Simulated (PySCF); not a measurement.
Saddle point of CH₇BO, singlet (BH₃O ([BH2][OH]) + CH₄ → CH₅B ([BH2][CH3]) + H₂O (still joined by a long B–O bond); bonds formed: B1–C6, O2–H5; bonds broken: H5–C6; bonds weakened to dative contacts: B1–O2), PBE0-D4/def2-TZVP structure:

```
10
angstrom
B 0.1408 0.3019 -0.7510
O -1.4252 0.1017 -0.7383
H 0.6906 -0.5241 -1.4273
H 0.4144 1.4553 -0.9139
H -0.7367 -0.1257 0.2734
C 0.4732 -0.0874 0.9448
H -1.6467 -0.7206 -1.1839
H 0.4103 -1.1184 1.3042
H 0.1472 0.6044 1.7249
H 1.5322 0.1130 0.7670
```

Energies are electronic, without zero-point energy. Barriers and step energies count from the start structure reached by relaxing down the imaginary mode; all methods use the PBE0-D4 structures, on which another method's saddle can fall below an end. Computed with PySCF 2.14 with density fitting (its default auxiliary sets; JK sets also for MP2 and CCSD(T)) (basis: def2-TZVPP, with def2-QZVPP for the basis limit); correlated methods freeze the cores. B3LYP uses VWN-RPA correlation. Extrapolation: Hartree–Fock as exp(−7.88 √X), correlation as X^−2.97.

```csv
method,barrier (kJ/mol),step energy (kJ/mol)
SPW92,?,63.3
PBE-D4,182.6,93.4
r2SCAN-D4,198.3,97.7
PBE0-D4,?,92.5
B3LYP-D4,226.0,111.6
BHLYP-D4,244.9,112.5
wB97M-V,?,99.6
HF,307.3,139.3
MP2,212.0,99.8
CCSD,234.5,105.7
CCSD(T),222.5,102.1
```

(1) Fill in the withheld barriers. (Judge from chemistry; the value comes from the calculation.)

No T1 diagnostic of these runs exceeds 0.013. The start structure is not quite a true minimum (one mode of 45i cm⁻¹).

Answers

(1) Computed: PBE0-D4 196.3; SPW92 137.0; wB97M-V 214.9 kJ/mol. Each is the energy of the saddle less that of the start structure, by the same method.

For comparison, the barrier by CCSD(T) at an estimated basis limit (MP2 extrapolated from triple and quadruple zeta, plus CCSD(T) − MP2 in triple zeta) is 219.4 kJ/mol.

Labels in which every atom is bracketed show which atoms are joined, not bond orders.

For scale, one of the runs: CCSD(T)/def2-TZVPP, 191 basis functions, launched by `OMP_NUM_THREADS=4 python run.py`. The run took 5.6 min on 4 CPU threads of an Intel Xeon (shared host), with 2 GiB of host memory at its peak.
